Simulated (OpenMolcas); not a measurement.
**Worked example: vertical energy of the triplet above the singlet of HNO (nitroxyl)**

HNO has 3 atoms, charge 0, and is taken as a singlet. SMILES: `N=O`. The shape is that of a PBE0-D4/def2-TZVP optimisation.

```xyz
3

N    -0.2837    0.3128   -0.1172
O     0.7553    0.3972    0.4565
H    -0.4716   -0.7100   -0.3393
```

Both states at this one shape; open shells run unrestricted unless said. 1 Eh = 27.2114 eV.

```
                            level     program  singlet HNO (Eh)  triplet HNO (Eh)
                        HF/STO-3G  OpenMolcas       -128.058391       -128.063423
HF/STO-3G, open shells restricted  OpenMolcas       -128.058391       -128.061145
                    M06-2X/STO-3G  OpenMolcas       -128.686691       -128.662657
```

Q: Work out the vertical gap, second state less first, at each level.

A: 
1. HF/STO-3G: -128.063423 − (-128.058391) = -0.005032 Eh = -0.14 eV.
2. HF/STO-3G, open shells restricted: -128.061145 − (-128.058391) = -0.002754 Eh = -0.07 eV.
3. M06-2X/STO-3G: -128.662657 − (-128.686691) = 0.024034 Eh = 0.65 eV.

No measured value is set beside it here; the levels span -0.14 to 0.65 eV. Hartree–Fock favours the state with fewer electron pairs, since it lacks pair correlation. Minimal sets are far from the basis-set limit.
